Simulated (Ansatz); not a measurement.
Input file for Ansatz (an electronic-structure program): R-HF/def2-TZVPP on SiH2 (SMILES [SiH2]), atoms moved off the minimum.

Ansatz 0.2 input:
```yaml
crystal:
  periodic: [false, false, false]
  atoms:
    - {symbol: Si, position_ang: [0.08677556, -0.00613950, 0.19630030]}
    - {symbol: H, position_ang: [-0.19977486, -1.08047003, -0.91866933]}
    - {symbol: H, position_ang: [-0.17657542, 1.07953920, -0.87875645]}
basis:
  gaussian:
    orbitals: def2-TZVPP
hamiltonian:
  xc: {name: HF}
scf: {lower_state_search: off}
output: {forces: true}
```

It printed:

```
WARN ansatz: RAYON_NUM_THREADS=1 ignored (pool sized by the plan → 1); use --threads N
Functional definition: HF
these checks for a lower state are left out or cut short: stability, starts, cluster_reference, orbital_swaps, neighbouring_geometries, increment
integrals: 0.01 GiB planned
451 factors; their error is unknown
mean field: 0.08 GiB planned
mean field evaluation 1: about -7891.4626 eV, gradient 7.9e0 eV
mean field evaluation 2: about -7891.8009 eV, gradient 2.4e0 eV
mean field evaluation 4: about -7891.8408 eV, gradient 1.5e-1 eV
mean field evaluation 8: about -7891.9520 eV, gradient 5.4e-5 eV
mean field -7891.95198685 eV, -290.0238861597 hartree, gradient 2.3e-6 eV, S^2 0.000000; 0 other end points of the search recorded, 0 dependent functions left out
the calculation of the forces begins
reference -7891.95198685 eV, -290.0238861597 hartree; 8, 8 occupied and 62, 62 virtual orbitals, 451 factors
Total energy: -7891.95198685 eV, -290.0238861597 hartree
Atom 0 at     0.086776    -0.006139     0.196300 Å, force    -0.368137    -0.200276    -1.461086 eV/Å
Atom 1 at    -0.199775    -1.080470    -0.918669 Å, force     0.213526     0.379185     0.841067 eV/Å
Atom 2 at    -0.176575     1.079539    -0.878756 Å, force     0.154611    -0.178909     0.620019 eV/Å
Dipole moment:     0.002367     0.010409     0.009174 e Å
Checks for a lower state left out: stability, starts, cluster_reference, orbital_swaps, neighbouring_geometries, increment
```

The run converged.

Cost: very roughly 0.3 core-seconds.
